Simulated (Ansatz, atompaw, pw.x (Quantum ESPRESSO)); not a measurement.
## tungsten (bcc): variants of one PAW (atompaw) potential in the solid

* Element: tungsten (W)
* Generator: atompaw 4.2.0.5
* Type: PAW
* Functional: PBEsol
* Relativity: scalar-relativistic
* Frozen core: [Xe] 4f14
* Valence charge: 6
* Reference configuration: 5d4.5 6s1.5 6p0
* Partial waves: 6s (bound): rc 2.45 bohr; 6s channel at 2.7 Ry: rc 3.00 bohr; 6p (bound, empty): rc 3.00 bohr; 6p channel at 0.45 Ry: rc 3.00 bohr; 5d (bound): rc 3.00 bohr; 5d channel at 0.35 Ry: rc 3.00 bohr
* Local potential: troulliermartins scheme with l = 3 at 1 Ry, radius 2.70 bohr
* Core correction: smooth core density matched at 2.05 bohr
* Augmentation charge: sinc compensation charge, radius 2.45 bohr; PAW radius 3.00 bohr; waves and projectors: custom rrkj gramschmidtortho

Crystal test: bcc W in pw.x 7.5, no spin, 15³ k-points, Fermi–Dirac smearing 0.01 Ry, cutoffs set for each file from its atomic test. The reference is all-electron LAPW (Ansatz 0.2.0) with the same functional, mesh and smearing; V0 and B0 come from Birch–Murnaghan fits to the pressures at five volumes. Errors are pseudo minus all-electron; Δ is the rms difference of the E(V) curves that follow from these fits, minima aligned, over ±6 % about the mean V0. Mesh and smearing are coarse, so the numbers serve the comparison and aren't converged zero-temperature values; the lattice is a test structure that the element need not adopt.

All-electron: a0 = 3.155 Å (V0 = 15.70 Å³/atom), B0 = 321.1 GPa.

Base: The largest radius (3.00 bohr) exceeds half the bond length (2.58 bohr), so the spheres overlap, which is one possible source of error among others. This is a poor potential for the solid.

1 further variants are left out: they gave no file fit for a test, a broken result, the same result as the base, or pressures whose basis-set error rivals the error shown.

```tsv
change	cutoffs (Ry)	pw.x	a0 (Å)	a0 error (%)	B0 error (%)	Δ (meV/atom)	mean pressure error (GPa)
base	40/400	converged	3.138	-0.53	+7.2	17.8	-5.24
core correction smooth core density matched at 2.50 bohr	40/400	converged	3.141	-0.45	+7.4	15.0	-4.40
wave 6s channel at 2.7 Ry: rc 3.00 bohr becomes 6s channel at 2.7 Ry: rc 2.86 bohr	40/400	converged	3.138	-0.53	+7.2	17.8	-5.24
local potential troulliermartins scheme with l = 3 at 1 Ry, radius 2.80 bohr	40/400	converged	3.145	-0.29	+6.2	9.7	-2.85
```

(1) Give the row for: reference 5d4 6s2 6p0.

## Answers

(1) pw.x: converged; mean pressure error (GPa): -7.59; a0 (Å): 3.130; a0 error (%): -0.77; B0 error (%): +9.2; Δ (meV/atom): 25.9.
